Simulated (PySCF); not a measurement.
SF₂, triplet: data card

All numbers come from UPBE in PySCF with S def2-TZVP, F def2-TZVP; no relativity; density-fitted integrals.

The structure is a higher-order saddle point with 2 imaginary modes (one degenerate set).

```xyz
3
charge 0 multiplicity 3, angstrom
S     0.0000    0.0000    0.0000
F     0.0000    0.0000    1.7015
F     0.0000    0.0000   -1.7015
```

```json
{
  "Point group": "D∞h",
  "Bond lengths": "S–F 1.701 Å (×2)",
  "Bond angles": "F–S–F 180.0°",
  "Atomisation energy without zero-point energy": "719 kJ/mol",
  "Spin squared ⟨S²⟩": "2.002",
  "Rotational constants": "0.1532 cm⁻¹",
  "Principal polarisabilities": "14.6, 14.6, 38.4 bohr³",
  "Highest occupied level (α)": "-7.32 eV",
  "Principal quadrupole moments (Buckingham, traceless) about the centre of mass": "-5.68, 2.84, 2.84 D Å",
  "Lowest empty level (β)": "-5.70 eV",
  "Dipole moment": "0.00 D",
  "Zero-point energy (real modes)": "7.3 kJ/mol"
}
```

Harmonic modes (masses in u: S 31.972, F 18.998):
| symmetry | ω (cm⁻¹) | IR (km/mol, summed over degenerate members) | μ (u) | type |
| --- | --- | --- | --- | --- |
| πu | 113i | – | 24.37 | bend |
| σg+ | 552 | 0.0 | 19.00 | stretch |
| σu+ | 676 | 408 | 24.37 | stretch |

In D∞h the vibrations span πu + σg+ + σu+. The σg+ mode carries no infrared intensity, as symmetry demands. With a centre of inversion only u modes can be infrared active and only g modes Raman active.

Charges (e):
```csv
atom,Mulliken,Löwdin,polar tensor,spin (Mulliken),Mayer order to S1
S1,0.44,0.42,1.07,1.56,–
"F2,3",-0.22,-0.21,-0.54,0.22,1.00
```

Mulliken populations on S1: s 6.07, p 9.12, d 0.33, f 0.04.

This need not be the most stable arrangement of these atoms. At this level a singlet minimum of C2v symmetry lies 83 kJ/mol below this structure.

The final relaxation and frequency run took 8.7 s on 4 threads of a shared Intel Xeon 6975P-C (Granite Rapids) host, with 99 basis functions and 7 gradients; the process peaked at 0.79 GiB. Launch command: `OMP_NUM_THREADS=4 python axn.py task.json out`.
